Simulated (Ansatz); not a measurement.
## Ansatz (development build ahead of 0.2.0) run

```yaml
crystal:
  periodic: [false, false, false]
  atoms:
    - { symbol: C, position_ang: [-0.04022, -0.45993, -0.07635] }
    - { symbol: O, position_ang: [-0.03238, -0.4624, 1.17599] }
    - { symbol: "N", position_ang: [0.03859, 0.67397, -0.89699] }
    - { symbol: H, position_ang: [0.06773, -1.3428, -0.67433] }
    - { symbol: H, position_ang: [0.00326, 0.55881, -1.86953] }
    - { symbol: H, position_ang: [-0.07785, 1.61673, -0.39031] }
basis:
  gaussian: { orbitals: def2-SVP }
hamiltonian:
  xc: hf
correlation:
  method: mp2
  frozen_orbitals: { C: 1, H: 0, "N": 1, O: 1 }
```

The input is written out in the form of the current development build from the run's settings.

Output:

* Converged: yes
* Reference energy: -168.78884 hartree
* Correlation energy: -0.48838 hartree
* Total energy: -169.27721 hartree
* Spin squared of the determinant: 0.000
